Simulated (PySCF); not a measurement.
# Rotational lines of ClF

Lines J+1 ← J of the vibrational ground state, computed from RHF-CCSD(T) constants of ClF, ¹Σ⁺ (singlet), closed shell (PySCF, no relativity, basis sets Cl cc-pV(T+d)Z, F cc-pVTZ; masses 34.9689 and 18.9984 u), in MHz:

```
J   ν (MHz)
0   30475.0
1   60949.4
2   91422.4
3  121893.6
4  152362.2
```

Task: Find B0 and the effective bond length r0; with αe = 0.00436 cm⁻¹, find Re.

Result: ν = 2B0(J+1) − 4D(J+1)³ gives B0 = 0.50827 cm⁻¹. With the reduced mass μred = 12.310 u, r0 = √(16.8576/(μred·B0)) (u, cm⁻¹, Å) = 1.6414 Å. Be = B0 + αe/2 = 0.51045 cm⁻¹ gives Re = 1.638 Å.

Correlated steps freeze 6 core orbitals. Where the molecule has an RHF reference, its open-shell atoms are computed with UHF.
